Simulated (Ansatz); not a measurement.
Results of PBE-D3(BJ) in Ansatz (plane waves, PAW) for rock-salt HfN.

Settings: plane-wave cutoff 520 eV, 16×16×16 k mesh, Fermi–Dirac smearing 0.1 eV, perturbation theory, scalar-relativistic PAW data made under PBE.

Computed at the level's own relaxed cell.

Space group Fm-3m (No. 225); a = 4.517 Å, b = 4.517 Å, c = 4.517 Å, α = 90.00°, β = 90.00°, γ = 90.00°

| atom | site | symmetry | x | y | z |
|---|---|---|---|---|---|
| Hf | 4a | m-3m | 0.0000 | 0.0000 | 0.0000 |
| N | 4b | m-3m | 0.5000 | 0.5000 | 0.5000 |
(The calculation used a cell of 2 atoms; values per cell refer to that cell.)

Harmonic phonon frequencies (cm⁻¹; i marks an imaginary mode):

| q point | frequencies |
|---|---|
| Γ | ? |
| X | 145 145 164 482 508 508 |
| U | 135 151 160 476 511 530 |

### Question
What belongs in the gaps?

### Answer

- Γ, frequencies: 0 0 0 498 498 498

No imaginary mode appears at these points.

Note: the dispersion coefficients are held fixed in the derivatives.

Ansatz is an electronic-structure program.
